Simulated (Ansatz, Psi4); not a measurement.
# Predicting a hybrid from its neighbours: HBS (hydrogen boron sulfide)

The species is HBS (3 atoms), meant as a singlet with charge 0. As SMILES, `B=S`. The shape is that of a PBE0-D4/def2-TZVP optimisation.

The electronic atomisation energy y, in eV, basis def2-TZVPPD; a is the functional's share of exact exchange. Programs: Ansatz 0.2.0, Psi4 1.11.

| functional | program | a | y (eV) |
| --- | --- | --- | --- |
| TPSS | Psi4 | 0 | 10.88 |
| BLYP | Psi4 | 0 | 10.78 |
| TPSSh | Psi4 | 0.1 | 10.81 |
| B3LYP | Psi4 | 0.2 | 10.76 |
| PBE0 | Psi4 | 0.25 | ? |
| r2SCAN0 | Ansatz | 0.25 | 10.72 |
| BHLYP | Psi4 | 0.5 | 10.41 |

**Question.** Fit y = c + s·a to the known rows and predict PBE0.

**Answer.** 
1. Means of the 6 rows: a = 0.1750, y = 10.727.
2. Σ(Δa)² = 0.17875, Σ(Δa·Δy) = -0.145, so the slope is -0.145/0.17875 = -0.81119.
3. Intercept: 10.727 − (-0.81119) × 0.1750 = 10.869. The largest residual of the fit is 0.089.
4. PBE0: 10.869 + (-0.81119) × 0.25 = 10.67 eV.

The run gave 10.82 eV, so the prediction is off by -0.15 eV, more than the largest residual. The rows mix families of semi-local functionals, which the line can't see.
